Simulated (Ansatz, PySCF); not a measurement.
Species: hydrogen peroxide, H2O2, net charge 0, singlet state. SMILES: OO
Coordinates optimised at B3LYP-D3(BJ)/def2-TZVP (Ansatz, an electronic-structure program):
```
O
H 1 0.9680
O 1 1.4504 2 100.54
H 3 0.9680 1 100.54 2 115.91
```

PBE beside other levels, property by property. Valence correlation only, unless marked. UHF or UKS for open shells. Spin-orbit coupling is left out. Non-relativistic. CBS marks a two-point X^-3 extrapolation of the correlation energy; Hartree-Fock from the larger set. Rows marked 298 K are enthalpies with B3LYP-D3(BJ) harmonic zero-point and thermal terms from PySCF. Enthalpies of formation rest on the atoms' values in the G2/97 table (older ones for B and Si), with no core term in the frozen-core levels. The coupled-cluster column (Ansatz) is a level with limits of its own: (a) CCSD(T)/CBS(cc-pVTZ,cc-pVQZ); (b) CCSD(T)/CBS(def2-TZVPPD,def2-QZVPPD).

| property | B3LYP-D3(BJ)/def2-TZVPD (Ansatz + dftd3) | wB97X-V/def2-TZVPD (Ansatz) | B2PLYP-D3(BJ)/def2-TZVPD (Ansatz + dftd3) | coupled cluster | measured |
|---|---|---|---|---|---|
| H-O bond dissociation enthalpy, 298 K, to [O]O + H atom (kcal/mol) | 82.3 | 81.7 | 82.9 | 87.7 (b) | - |
| enthalpy of formation at 298 K by atomisation (kcal/mol) | -29.9 | -30.1 | -25.7 | -32.4 (b) | -32.4 |
| proton affinity at O, enthalpy at 298 K, to O[OH2+] (kcal/mol) | 158.9 | 159.8 | 157.9 | 159.7 (a) | - |
| O-O bond dissociation enthalpy, 298 K, to [OH] (HO) + [OH] (HO) (kcal/mol) | 46.5 | 48.9 | 47.1 | 49.8 (b) | - |

Measured values: Active Thermochemical Tables 1.112 (ions: stationary electron), as tabulated in the package chemicals; they hold spin-orbit effects, and any other conformers, which all levels lack, and core correlation, which the frozen-core levels lack.

Task: What does PBE/def2-TZVPD (Ansatz) give for each property, and on which side of the measured value, or else of coupled cluster, does it fall?

Result: 
- H-O bond dissociation enthalpy, 298 K, to [O]O + H atom: PBE lies 7.8 kcal/mol below coupled cluster; PBE gives 79.9 kcal/mol.
- enthalpy of formation at 298 K by atomisation: PBE lies 11.9 kcal/mol below the measured value; PBE gives -44.3 kcal/mol.
- proton affinity at O, enthalpy at 298 K, to O[OH2+]: PBE lies 1.5 kcal/mol below coupled cluster; PBE gives 158.2 kcal/mol.
- O-O bond dissociation enthalpy, 298 K, to [OH] (HO) + [OH] (HO): PBE lies 7.8 kcal/mol above coupled cluster; PBE gives 57.6 kcal/mol.
